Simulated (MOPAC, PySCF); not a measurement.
C₄H₄O, SMILES `c1occc1`, neutral singlet in the gas phase. 

Cartesian coordinates (Å):
SMILES: c1ccoc1
```xyz
9

C      0.3165     0.9634     0.1765
C     -0.9597     0.3112     0.2040
C     -0.7284    -0.9929    -0.1253
O      0.6046    -1.1980    -0.3577
C      1.2261     0.0067    -0.1691
H      0.5273     2.0073     0.3856
H     -1.9215     0.7555     0.4392
H     -1.3648    -1.8636    -0.2357
H      2.3001     0.0104    -0.3175
```
Charge 0, spin multiplicity 1.

All levels are single points at this geometry (PBE-D3(BJ)/def2-TZVP); Pople sets use spherical d functions. Orbital energies aren't observables, and empty levels follow the basis.

```
level                          HOMO (eV)  LUMO (eV)  gap (eV)  dipole (D)  vertical IE, Delta-SCF (eV)
-----------------------------  ---------  ---------  --------  ----------  ---------------------------
PBE-D3(BJ)/def2-TZVP in PySCF      -5.62      -0.80      4.82        0.56                         8.86
B3LYP/6-311+G** in PySCF           -6.51      -0.22      6.28        0.77                            –
BP86/6-31G* in PySCF               -5.35      -0.39      4.96        0.55                            –
PBE/6-31G* in PySCF                -5.25      -0.28      4.97        0.53                         8.66
SVWN5/6-31G* in PySCF              -5.42      -0.47      4.94        0.58                         8.93
HF/3-21G in PySCF                  -8.81       4.55     13.36        1.04                            –
HF/6-31G* in PySCF                 -8.51       4.57     13.08        0.87                         7.40
AM1 in MOPAC                       -9.39       0.82     10.21        0.38                            –
PM7 in MOPAC                       -9.51       0.50     10.02        0.09                            –
```
